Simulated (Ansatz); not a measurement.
Results of rVV10 in Ansatz (PAW) for hcp Tm.

Settings: plane-wave cutoff 500 eV, 24×24×14 k mesh (along the axes of the cell as run), Fermi–Dirac smearing 0.1 eV, spin-polarised with parallel moments, scalar-relativistic PAW data made under PBE.

Cell (relaxed at this level):

```yaml
crystal:
  lattice:
    - [1.80101, -3.11943, 0.00000]
    - [1.80101, 3.11943, 0.00000]
    - [0.00000, 0.00000, 5.86518]
  atoms:
    - { symbol: Tm, position: [0.33333, 0.66667, 0.25000] }
    - { symbol: Tm, position: [0.66667, 0.33333, 0.75000] }
```

Q: Estimate the magnetic moment per atom (the cell's total over its atoms) that the calculation returns.

A: 
- magnetic moment per atom (the cell's total over its atoms): 1.18 μB

Note: the 4f shell is treated without U or exact exchange, so its levels and filling can be wrong; the collinear magnetic order is the start's and need not be the measured one.

Moments are spin moments.

Spin–orbit coupling is not included.

Computed values are for the static lattice.

It cost about 27 core-minutes (a rough figure) of CPU time.

Ansatz is a program for electronic structure.
